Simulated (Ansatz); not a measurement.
## [OH···H···S], triplet in cc-pVTZ: errors against UCCSDT(Q)

Geometry: a point of a hydrogen-transfer path between rigid fragments, not a stationary point.

```tsv
atom	x (Å)	y (Å)	z (Å)
O	-0.9387	-0.2316	0.0000
H	-1.1880	0.6949	0.0000
H	0.1093	-0.2316	0.0000
S	2.0173	-0.2316	0.0000
```

Basis cc-pVTZ; Ansatz 0.2.0. Only valence electrons are correlated (noble-gas cores frozen), which leaves 14 electrons in 86 orbitals. Prefix R: restricted or restricted open-shell reference; prefix U: unrestricted. Active spaces: pair = (4e, 4o) about the gap; valence = (14e, 10o) chosen from the atoms' valence shells.

Full CI isn't at hand for all of this; UCCSDT(Q) serves as the reference, and is uncertain by about the last step of the cluster series. The frozen core follows each run's orbitals, which can shift R against U totals by a few meV.

```
UHF ⟨S²⟩                          : 2.013
T1 diagnostic (RCCSD)             : 0.0180
largest doubles amplitude (RCCSD) : 0.048
T1 diagnostic (UCCSD)             : 0.0142
```

```json
{"level": "RHF", "E − E(UCCSDT(Q)) (meV)": "11881", "share of correlation (%)": "0.00", "wall time": "–"}
{"level": "UHF", "E − E(UCCSDT(Q)) (meV)": "11717", "share of correlation (%)": "1.38", "wall time": "–"}
{"level": "RMP2", "E − E(UCCSDT(Q)) (meV)": "1102", "share of correlation (%)": "90.73", "wall time": "–"}
{"level": "UMP2", "E − E(UCCSDT(Q)) (meV)": "1139", "share of correlation (%)": "90.41", "wall time": "–"}
{"level": "RCCSD", "E − E(UCCSDT(Q)) (meV)": "423", "share of correlation (%)": "96.44", "wall time": "–"}
{"level": "UCCSD", "E − E(UCCSDT(Q)) (meV)": "416", "share of correlation (%)": "96.50", "wall time": "–"}
{"level": "RCCSD(T)", "E − E(UCCSDT(Q)) (meV)": "42", "share of correlation (%)": "99.65", "wall time": "11 s (H100)"}
{"level": "UCCSD(T)", "E − E(UCCSDT(Q)) (meV)": "40", "share of correlation (%)": "99.66", "wall time": "5.5 s (H100)"}
{"level": "BCCD(T)", "E − E(UCCSDT(Q)) (meV)": "40", "share of correlation (%)": "99.66", "wall time": "5.5 s (H100)"}
{"level": "RCCSDT", "E − E(UCCSDT(Q)) (meV)": "19", "share of correlation (%)": "99.84", "wall time": "–"}
{"level": "UCCSDT", "E − E(UCCSDT(Q)) (meV)": "17", "share of correlation (%)": "99.86", "wall time": "–"}
{"level": "RCCSDT(Q)", "E − E(UCCSDT(Q)) (meV)": "2", "share of correlation (%)": "99.98", "wall time": "29 s (H100)"}
{"level": "CASSCF (pair space)", "E − E(UCCSDT(Q)) (meV)": "11304", "share of correlation (%)": "4.86", "wall time": "–"}
{"level": "NEVPT2 (pair space)", "E − E(UCCSDT(Q)) (meV)": "1204", "share of correlation (%)": "89.86", "wall time": "4.5 s (H100)"}
{"level": "CASSCF (valence space)", "E − E(UCCSDT(Q)) (meV)": "10372", "share of correlation (%)": "12.70", "wall time": "–"}
{"level": "NEVPT2 (valence space)", "E − E(UCCSDT(Q)) (meV)": "1916", "share of correlation (%)": "83.87", "wall time": "4 s (H100)"}
```

The correlation energy at UCCSDT(Q), counted from RHF, is -11.881 eV. That run took 31 s on 2 threads of AMD EPYC 7R13 with a shared H100 80 GB, shared host.

Times hold each run's SCF and search for its determinant on a shared host, so for small cases they say little of a method's own cost.

Natural occupations of CASSCF (valence space) about the gap: 1.999 1.978 1.976 1.000 1.000 0.025 0.023; effectively unpaired electrons, Σ n²(2−n)², 2.01.
